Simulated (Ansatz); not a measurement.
# BN₂H (quintet): the correlation ladder, def2-QZVPP

The task here is to estimate one member of a computed series from the others.

Method: def2-QZVPP, core rule «outside noble gas», up to 3 orbitals frozen; program: Ansatz 0.2.0, Gaussian basis.

Plan: UHF; ROHF; CCSD(T) on UHF.

2 further runs of the same task are left out: 2 set aside as unsound or not needed.

**The geometry**

The geometry is a PBE0/def2-TZVP stationary point (not a proven minimum) of the parent state, kept for this charge and spin.

4 atoms, charge 0, spin multiplicity 5.

Atoms are counted from 1 here; the program's logs count them from 0.

Bond lengths: B1–N2 1.399 Å, B1–N3 1.252 Å, N3–H4 0.993 Å. Angles: N2–B1–N3 180.0°, B1–N3–H4 180.0°.

The first run:

Input file in.yaml:

```yaml
crystal:
  periodic: [false, false, false]
  atoms:
    - {symbol: B, position_ang: [0.000000, 0.000000, -0.524525]}
    - {symbol: N, position_ang: [0.000000, 0.000000, -1.923525]}
    - {symbol: N, position_ang: [0.000000, 0.000000, 0.727375]}
    - {symbol: H, position_ang: [0.000000, 0.000000, 1.720675]}
basis:
  gaussian: {orbitals: "def2-QZVPP.json"}
magnetization: {spin_polarized: true, initial_magnetization: 4}
hamiltonian: {xc: hf}
output: {orbitals: {seedname: orbitals}}
```

Launch:

```console
> ansatz run in.yaml --threads 1 --pin off --events-out ev --progress --plain --max-ram 2393MiB
```

Among the steps run: UHF; ROHF; CCSD(T) on UHF.

One table of the session follows, with a row left open; its other results are not shown here.

It belongs to the step «Misses and costs». 

```
  method  from UCCSD(T) (meV)
    ROHF             +12317.6
     UHF                    ?
    UMP2              +1339.8
   UCCSD               +499.1
UCCSD(T)                    0
```

Q: Estimate the row for UHF from the others.

As computed: from UCCSD(T) (meV): +12001.4. In the column «from UCCSD(T) (meV)» it lies between UMP2 (+1339.8) and ROHF (+12317.6).
